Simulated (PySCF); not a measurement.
# Working out the electron affinity of Cl

Cl⁻ [Ar] (1S) → Cl [Ne] 3s2 3p5 (2P). All numbers are calculated (PySCF 2.14, the spin-free X2C one-electron Hamiltonian (Gaussian nucleus), in aug-cc-pCVTZ-DK with one added diffuse shell each of s, p, d, f type (9s8p6d4f, 91 functions)). Frozen: [Ne]. Energies in hartree (1 hartree = 27.21139 eV):

| part | Cl⁻ (lower) | Cl (upper) |
| --- | --- | --- |
| UHF | -460.981692 | -460.895038 |
| CCSD correlation | -0.225577 | -0.187313 |
| (T) | -0.009999 | -0.006502 |

Q: What does Hartree-Fock give?

A: (-460.895038) − (-460.981692) = 0.086654 hartree = 2.358 eV.

Q: What do CCSD and CCSD(T) give?

A: The CCSD correlation energies differ by 0.038264 hartree = 1.041 eV and the triples by 0.003497 hartree = 0.095 eV, so CCSD gives 3.399 eV and CCSD(T) 3.494 eV.

A first-order spin-orbit estimate adds -0.035 eV to CCSD(T) (valence), giving 3.459 eV against 3.613 eV (measured; photodetachment measurements, as compiled on the Wikipedia data page of electron affinities).

What remains against the reference includes basis incompleteness, the frozen core and higher excitations.
